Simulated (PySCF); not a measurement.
Ionisation energies (eV) were calculated with PySCF 2.14 by MP2 (valence), LDA, UHF, in another order, as differences of total energies without spin-orbit coupling. The measured values are between term centres (NIST).

```csv
species,measured,A,B,C
"Ne (ANO-RCC-VTZP, spin-free X2C)",21.597,22.184,19.656,21.592
"Si (ANO-RCC-VTZP, spin-free X2C)",8.157,8.233,7.628,8.036
"P (ANO-RCC-VTZP, spin-free X2C)",10.526,10.563,9.898,10.475
"S (ANO-RCC-VTZP, spin-free X2C)",10.336,10.539,9.220,9.956
"Ca (ANO-RCC-VTZP, spin-free X2C)",6.113,6.244,5.138,5.628
"V (ANO-RCC-VTZP, spin-free X2C)",6.732,6.523,6.186,6.507
"Yb (ANO-RCC-VTZP, spin-free X2C)",6.254,6.464,5.133,6.102
"Yb⁺ (ANO-RCC-VTZP, spin-free X2C)",12.179,12.552,11.281,12.128
```

Which column is which method?

A is LDA (mean error 0.18 eV); B is UHF (mean error -0.97 eV); C is MP2 (valence) (mean error -0.18 eV). LDA overbinds the outer electron and comes out highest. Hartree-Fock lacks the correlation of the electron removed and comes out lowest. Valence MP2 in a finite basis recovers only part of the missing correlation, so it stays below experiment on average.
